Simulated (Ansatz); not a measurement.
```yaml
crystal:
  periodic: [false, false, false]
  atoms:
    - {symbol: S, position_ang: [0.621346, 0.172261, 1.549076]}
    - {symbol: S, position_ang: [0.183376, 0.979499, -0.291107]}
    - {symbol: S, position_ang: [-0.678588, -0.477833, -1.458495]}
    - {symbol: H, position_ang: [1.830950, -0.348293, 1.256525]}
    - {symbol: H, position_ang: [-1.957084, -0.325635, -1.056009]}
basis:
  gaussian: {orbitals: "6-31++G**", nuclear_model: gaussian}
magnetization: {spin_polarized: true, initial_magnetization: 2}
hamiltonian: {xc: {name: r2SCAN}, dispersion: rvv10}
accuracy: high
```

```sh
$ ansatz run in.yaml --threads 4 --pin off --events-out ev --progress --plain --max-ram 3916MiB
```

Shortened log:

```
Functional definition: r2SCAN+rVV10
1577 factors; integrals over basis functions are off by at most 3.8e-9 eV
mean field evaluation 1: about -32527.9539 eV, gradient 1.4e1 eV
mean field evaluation 2: about -32523.0443 eV, gradient 3.1e1 eV
mean field evaluation 4: about -32528.6637 eV, gradient 8.8e0 eV
mean field evaluation 8: about -32529.1770 eV, gradient 2.3e0 eV
mean field evaluation 16: about -32529.2008 eV, gradient 1.1e-2 eV
mean field evaluation 32: about -32529.2008 eV, gradient 1.4e-7 eV
mean field evaluation 64: about -32528.3133 eV, gradient 2.7e-1 eV
mean field evaluation 96: about -32529.1598 eV, gradient 8.5e-1 eV
mean field -32529.20076379 eV, -1195.4260789849 hartree, gradient 3.4e-8 eV, S^2 2.005427; 8 other end points of the search recorded, 0 dependent functions left out
reference -32529.20077385 eV, -1195.4260793548 hartree; 26, 24 occupied and 55, 57 virtual orbitals, 1577 factors
Total energy: -32529.20077385 eV, -1195.4260793548 hartree
```

Hardware: 4 threads of Intel Xeon on a shared host. Wall time 49 s.

The 6-31G sets use Cartesian d functions.
